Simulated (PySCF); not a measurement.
Computed with B3LYP-D3(BJ)/def2-TZVP run with PySCF. Isolated molecules, 0 K electronic values unless said otherwise. B3LYP has the VWN-RPA correlation part, as in Gaussian. Delta-SCF ions had no search for a lower state. 

Reference species (SMILES): `C=C=O` (neutral, multiplicity 1).

```json
{
  "HOMO": "-6.91 eV",
  "vertical ionisation energy (Delta-SCF)": "9.80 eV",
  "S1 oscillator strength": "0.000"
}
```

After one change: the HOMO drops by 2.21 eV; the vertical ionisation energy (Delta-SCF) increases by 2.01 eV; the S1 oscillator strength is nearly the same.

**Question.** Which change was made? The new species is one of these.
A. `O=[Si]=O`
B. `[O]=[Ge]=[O]`
C. `O=S=O`
D. `N=C=N`

**Answer.** B, `[O]=[Ge]=[O]`
